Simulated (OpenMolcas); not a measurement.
# HF/cc-pVQZ (RICD fitting, fitting threshold 0.0001) run of H2O (water), part 2 of 2

OpenMolcas 26.06. Earlier steps stand in the parts before.

## (3) The doublet anion, same level

geom.xyz reads:

```xyz
3

O     -0.302700     0.200200    -0.140600
H      0.466500     0.548400     0.315300
H     -0.163800    -0.748600    -0.174700
```

job.input reads:

```
>>> EXPORT MOLCAS_PRINT=2

&GATEWAY
 BASLIB = $CurrDir
 COORD = geom.xyz
 BASIS = cc-pVQZ
 GROUP = NoSym
 RICD
 ACD
 CDTHRESHOLD = 0.0001

&SEWARD

&SCF
 UHF
 CHARGE = -1
 SPIN = 2
 PRORBITALS = 1 1

&ALASKA
```

The basis set cc-pVQZ is read from a file made from the Basis Set Exchange's data (not shown).

The run is started by

```sh
$ export MOLCAS_MEM=1860
$ pymolcas job.input > job.log
```

What it wrote:

```text
--- Start Module: gateway ---

                                              &GATEWAY

                       available to each process: 1.9 GB of memory, 1 thread

 Basis Set     1 Label: O.CC-PVQZ
 Basis set is read from library:.
 basistype.tbl is not found

 Basis Set     2 Label: H.CC-PVQZ
 Basis set is read from library:.
 basistype.tbl is not found

++    Symmetry information:
      ---------------------

                    Character Table for C1

                             E
                    a        1  x, y, xy, Rz, z, xz, Ry, yz, Rx, I
--

++    Basis set information:
      ----------------------

      Basis set label: O.CC-PVQZ.........

      Electronic valence basis set:
      ------------------
      Associated Effective Charge   8.000000 au
      Associated Actual Charge      8.000000 au
      Nuclear Model: Point charge

      Shell  nPrim  nBasis  Cartesian Spherical Contaminant
         s      12       5        X
         p       6       4        X
         d       3       3                 X
         f       2       2                 X
         g       1       1                 X

      Basis set label: H.CC-PVQZ.........

      Electronic valence basis set:
      ------------------
      Associated Effective Charge   1.000000 au
      Associated Actual Charge      1.000000 au
      Nuclear Model: Point charge

      Shell  nPrim  nBasis  Cartesian Spherical Contaminant
         s       6       4        X
         p       3       3        X
         d       2       2                 X
         f       1       1                 X
--

++    Molecular structure info:
      -------------------------

                    ************************************************
                    **** Cartesian Coordinates / bohr, angstrom ****
                    ************************************************

     Center  Label                x              y              z                     x              y              z
        1      O1              -0.572020       0.378323      -0.265695             -0.302700       0.200200      -0.140600
        2      H2               0.881557       1.036326       0.595831              0.466500       0.548400       0.315300
        3      H3              -0.309537      -1.414649      -0.330135             -0.163800      -0.748600      -0.174700

                    ***************************************
                    *    InterNuclear Distances / bohr    *
                    ***************************************

               1 O1            2 H2            3 H3
    1 O1       0.000000
    2 H2       1.813307        0.000000
    3 H3       1.813229        2.878089        0.000000

                    *******************************************
                    *    InterNuclear Distances / angstrom    *
                    *******************************************

               1 O1            2 H2            3 H3
    1 O1       0.000000
    2 H2       0.959561        0.000000
    3 H3       0.959519        1.523019        0.000000

                    **************************************
                    *    Valence Bond Angles / degree    *
                    **************************************
                          Atom centers                 Phi
                      2 H2       1 O1       3 H3       105.05
                      1 O1       2 H2       3 H3        37.47
                      1 O1       3 H3       2 H2        37.48
--

            Nuclear Potential Energy              9.17130075 au

--- Stop Module: gateway /rc=_RC_ALL_IS_WELL_ ---

--- Start Module: seward ---

                                              &SEWARD

                       available to each process: 1.9 GB of memory, 1 thread

               SEWARD will generate:
                  Multipole Moment integrals up to order  2
                  Kinetic Energy integrals
                  Nuclear Attraction integrals (point charge)
                  One-Electron Hamiltonian integrals
                  Velocity integrals
                  Orbital angular momentum around ( -0.4760   0.3148  -0.2211 )
                  Velocity quadrupole around ( -0.4760   0.3148  -0.2211 )
                  RI decomposed two-electron repulsion integrals stored Cholesky style
                   - aCD auxiliary basis
                   - CD Threshold:   1.00E-04

                   Integrals are discarded if absolute value <: 1.00E-14
                   Integral cutoff threshold is set to       <: 1.00E-16

            Nuclear Potential Energy              9.17130075 au

      Basis set specifications :
      Symmetry species         a
      Basis functions          115

--- Stop Module: seward /rc=_RC_ALL_IS_WELL_ ---
--- Module seward spent 1 second ---

--- Start Module: scf ---

                                                &SCF

                       available to each process: 1.9 GB of memory, 1 thread

++    Input section:
      --------------

      Header of the integral files:

      Cartesian coordinates in angstrom:
      -----------------------------------------------------
      No.  Label        X            Y            Z
      -----------------------------------------------------
       1   O1        -0.30270000   0.20020000  -0.14060000
       2   H2         0.46650000   0.54840000   0.31530000
       3   H3        -0.16380000  -0.74860000  -0.17470000
      -----------------------------------------------------
      Nuclear repulsion energy =    9.17130075
--

++    Orbital specifications:
      -----------------------

[... 39 lines left out ...]
++ Convergence information
                               UHF SCF        iterations: Energy and convergence statistics
[... 24 lines left out ...]
       Convergence after  15 Iterations
[... 3 lines left out ...]
 *                                             SCF/KS-DFT Program, Final results                                             *
 *                                                       Final Results                                                       *
[... 65 lines left out ...]
      Total electronic charge=   11.000000

      Total            charge=   -1.000000
--

++    Molecular orbitals:
      -------------------

      Title: Natural orbitals

      Molecular orbitals for symmetry species 1: a

          Orbital            1         2         3         4         5         6         7         8         9        10
          Energy          -20.2850   -0.2410   -0.8750   -0.5270   -0.4423    0.2339    0.4489    1.2374    0.8902    1.1182
          Occ. No.          2.0000    2.0000    1.9999    1.9997    1.9992    1.0000    0.0008    0.0003    0.0001    0.0000

          Orbital           11        12        13        14        15        16        17        18        19        20
          Energy           14.6869    0.6858    0.8210    1.2234    1.2137    1.3984    1.3138    0.9098    1.7353    3.1007
          Occ. No.          0.0000    0.0000    0.0000    0.0000    0.0000    0.0000    0.0000    0.0000    0.0000    0.0000

          Orbital           21        22        23        24        25        26        27        28        29        30
          Energy            1.6948    2.0028    1.5332    2.5561    1.8605    3.7734    1.8929    1.7390    2.8138    2.7728
          Occ. No.          0.0000    0.0000    0.0000    0.0000    0.0000    0.0000    0.0000    0.0000    0.0000    0.0000

          Orbital           31        32        33        34        35        36        37        38        39        40
          Energy            2.3423    4.3757    2.5869    2.5968    2.6907    3.3207    8.4130    6.6114    4.9984    3.0455
          Occ. No.          0.0000    0.0000    0.0000    0.0000    0.0000    0.0000    0.0000    0.0000    0.0000    0.0000

          Orbital           41        42        43        44        45        46        47        48        49        50
          Energy            2.9923    2.9866    6.7898    6.3340    6.2582    3.7823    3.5638    4.6381    8.5162    3.8224
          Occ. No.          0.0000    0.0000    0.0000    0.0000    0.0000    0.0000    0.0000    0.0000    0.0000    0.0000

          Orbital           51        52        53        54        55        56        57        58        59        60
          Energy            8.1205    9.6866    5.0147    4.8696    3.8051   10.6050    7.5169    4.2431   11.3263   34.5500
          Occ. No.          0.0000    0.0000    0.0000    0.0000    0.0000    0.0000    0.0000    0.0000    0.0000    0.0000

          Orbital           61        62        63        64        65        66        67        68        69        70
          Energy           10.8544    6.6978   10.6161   11.2214   11.6436    8.5559    6.8499    3.1091    7.5669    8.1668
          Occ. No.          0.0000    0.0000    0.0000    0.0000    0.0000    0.0000    0.0000    0.0000    0.0000    0.0000

          Orbital           71        72        73        74        75        76        77        78        79        80
          Energy            9.5900   12.5848   13.1822    4.3743   11.8651    7.5213   13.9775    6.9997    6.5724    3.5601
          Occ. No.          0.0000    0.0000    0.0000    0.0000    0.0000    0.0000    0.0000    0.0000    0.0000    0.0000

          Orbital           81        82        83        84        85        86        87        88        89        90
          Energy            6.9618   10.4998    8.2436   12.5241   10.8700   14.5698    6.5088    6.2585    8.8823   14.9251
          Occ. No.          0.0000    0.0000    0.0000    0.0000    0.0000    0.0000    0.0000    0.0000    0.0000    0.0000

          Orbital           91        92        93        94        95        96        97        98        99       100
          Energy            9.5634    7.6327    8.3734   14.4957    9.5042   17.0868    8.2804    5.1885   12.6938    7.7161
          Occ. No.          0.0000    0.0000    0.0000    0.0000    0.0000    0.0000    0.0000    0.0000    0.0000    0.0000

          Orbital          101       102       103       104       105       106       107
          Energy            9.2302   11.0283    8.4281    8.5946   14.9015   11.6641   11.8249
          Occ. No.          0.0000    0.0000    0.0000    0.0000    0.0000    0.0000    0.0000

--

++    Molecular properties:
      ---------------------

      Charge (e):
                      =   -1.0000
      Dipole Moment (debye):
      Origin of the operator (angstrom)=   -0.2519    0.1666   -0.1170
                   X= -8.6250E-01               Y=  5.6978E-01               Z= -4.0070E-01           Total=  1.1087E+00
      Center of Charge (angstrom)
                     X=   -0.07231766               Y=    0.04796779               Z=   -0.03357465
      Quadrupole Moment (debye*angstrom):
      Origin of the operator (angstrom)=   -0.2519    0.1666   -0.1170
                  XX= -1.3972E+01              XY=  2.6555E-01              XZ= -3.7637E-01              YY= -1.3872E+01
                  YZ=  6.8470E-02              ZZ= -1.3415E+01
      In traceless form (debye*angstrom)
                  XX= -3.2872E-01              XY=  3.9833E-01              XZ= -5.6456E-01              YY= -1.7830E-01
                  YZ=  1.0270E-01              ZZ=  5.0701E-01
--

--- Stop Module: scf /rc=_RC_ALL_IS_WELL_ ---
--- Module scf spent 4 seconds ---

--- Start Module: alaska ---

                                              &ALASKA

                       available to each process: 1.9 GB of memory, 1 thread

                     Threshold for contributions to the gradient: 1.000E-07

                    ********************************************
                    * Symmetry Adapted Cartesian Displacements *
                    ********************************************

           Irreducible representation : a
           Basis function(s) of irrep: x, y, xy, Rz, z, xz, Ry, yz, Rx, I

 Basis Label        Type   Center Phase
   1   O1           x         1     1
   2   O1           y         1     1
   3   O1           z         1     1
   4   H2           x         2     1
   5   H2           y         2     1
   6   H2           z         2     1
   7   H3           x         3     1
   8   H3           y         3     1
   9   H3           z         3     1

                     No automatic utilization of translational and rotational invariance of the energy is employed.

 RI-ERI gradients!

 **************************************************
 *              Molecular gradients               *
 **************************************************

  Irreducible representation: a
 ------------------------------------------------------------------------------------------
                              X                       Y                       Z
 ------------------------------------------------------------------------------------------
  O1                1.16297419463680E-02   -7.72038982815149E-03    5.39855536355605E-03
  H2               -6.08089486541585E-03    3.29236110462106E-03   -2.90844523409550E-03
  H3               -5.54884708085623E-03    4.42802872344661E-03   -2.49011012940586E-03
 ------------------------------------------------------------------------------------------

--- Stop Module: alaska /rc=_RC_ALL_IS_WELL_ ---
--- Module alaska spent 1 second ---

.##################.
.# Happy landing! #.
.##################.

    Timing: Wall=8.03 User=7.23 System=0.79
```

Run time: 8.4 s. Hardware: 1 thread of Arm Neoverse V2, shared host; peak memory 0.18 GiB.

## (4) Outcome

What follows sums up all 2 parts.

At HF/cc-pVQZ (RICD fitting, fitting threshold 0.0001):

```
                                         quantity         value
                        singlet H2O: total energy  -76.06468 Eh
                       singlet H2O: dipole moment        2.00 D
                         singlet H2O: HOMO energy     -13.82 eV
                         singlet H2O: LUMO energy       3.18 eV
                       singlet H2O: HOMO–LUMO gap      17.00 eV
            singlet H2O: largest force on an atom    1.402 eV/Å
                      doublet anion: total energy  -75.95185 Eh
doublet anion: HOMO energy (highest over α and β)       2.94 eV
 doublet anion: LUMO energy (lowest over α and β)       9.21 eV
                              doublet anion: ⟨S²⟩         0.752
          doublet anion: largest force on an atom    0.770 eV/Å
vertical electron affinity (to the doublet anion)     -3.070 eV
```

**Reading.** The anion lies 3.07 eV (71 kcal/mol) above the neutral: the electron isn't bound at this level, and such a value depends on the basis. Without diffuse functions anions come out too high. Hartree–Fock misses the correlation that binds many anions. The largest force (singlet H2O) is 1.40 eV/Å: the shape isn't a stationary point for this species at this level. Mulliken charges (singlet H2O) run from -0.53 on O1 to +0.26 on H2; in a basis this large or diffuse they mean little. The HOMO (doublet anion) lies at positive energy, 2.94 eV: the electron is unbound at this level or held by a compact basis; values depend on the basis.
